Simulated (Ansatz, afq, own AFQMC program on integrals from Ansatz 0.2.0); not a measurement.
Integrals from Ansatz 0.2.0, then the random walk in our own AFQMC program (afq).

```yaml
crystal:
  periodic: [false, false, false]
  atoms:
    - {symbol: N, position_ang: [0.000000, 0.000000, 0.598418]}
    - {symbol: O, position_ang: [0.000000, 0.000000, -0.663532]}
    - {symbol: H, position_ang: [0.000000, 0.876220, 1.108323]}
    - {symbol: H, position_ang: [0.000000, -0.876220, 1.108323]}
basis:
  gaussian: {orbitals: cc-pVDZ}
magnetization: {spin_polarized: false, initial_magnetization: 1}
correlation: {method: ccsd_t, electrons: outside_noble_gas, hamiltonian_folder: ham}
```

```sh
$ ansatz run in.yaml --threads 1 --pin off --events-out ev --progress --plain --max-ram 1382MiB
```

afq runs on the folder ham with

```
--method phaseless --trial hf --walkers 120 --populations 1 --least-time 40 --time-step 0.005 --steps-per-block 20 --equilibration-blocks 112 --max-blocks 600 --target-error 0.00129 --factor-cut 1e-05 --start spin_pure --seed 3748 --taylor-order 6
```

Times are imaginary, in 1/Eh. The walk had a cap of 1343 s.

afq prints:

```
orbitals 36  electrons 7 6  factors 276 of 351
reference energy -130.39763093 Eh
CCSD correlation -0.35896401 Eh in 11 cycles, weight of the determinant in the CISD state 0.8893
energy of the start -130.397632 Eh
 block  time / (1/Eh)  mean weight  energy / Eh
     1     0.100  1.0021  -130.513341
     2     0.200  1.0045  -130.595001
     3     0.300  1.0040  -130.637056
     4     0.400  1.0031  -130.659120
     5     0.500  1.0032  -130.689085
    10     1.000  1.0011  -130.732184
    86     8.600  1.0028  -130.779557
   171    17.100  1.0008  -130.780874
   222    22.200  1.0010  -130.823557
   256    25.600  1.0005  -130.777383
   341    34.100  1.0017  -130.738985
   426    42.600  0.9983  -130.722113
   511    51.100  1.0016  -130.745821
   596    59.600  1.0020  -130.764715
   681    68.100  0.9980  -130.727127
   698    69.800  0.9993  -130.743247
blocks merged  error / Eh  count
     1  0.001158  600
     2  0.001500  300
     4  0.001890  150
     8  0.002228  75
    16  0.002614  37
    32  0.002660  18
    64  0.002651  9
energy -130.764561 +/- 0.002660 Eh
(rows thinned)
```

The run passed its tests (sampling time, drift between the halves within three errors, error under three times the target), which doesn't prove that it has relaxed. The second half of the sampling lies above the first by 2.0 errors of their difference, so the energy may still be moving and its error bar be too small.

Against this walk (error 72.4 meV) on the same determinant: CCSD(T) 11.6 meV lower (within the noise), a separate phaseless walk with a CISD trial and standard settings 30.0 ± 73.8 meV lower (within the noise). The error is statistical and leaves out the bias of the constraint. None of these is a sure reference here.

Cautions: constraint bias not in the error; error above the target (72.4 against 35.1 meV).

The walk took 2.7 min on 1 thread of AMD EPYC 9R14 (Zen 4) (shared host). The log's last line is the phaseless energy.

A walk keeps the symmetry of its determinant, which the program's search chose and which needn't be the lowest solution, so a lower state of the same spin and another symmetry isn't excluded.
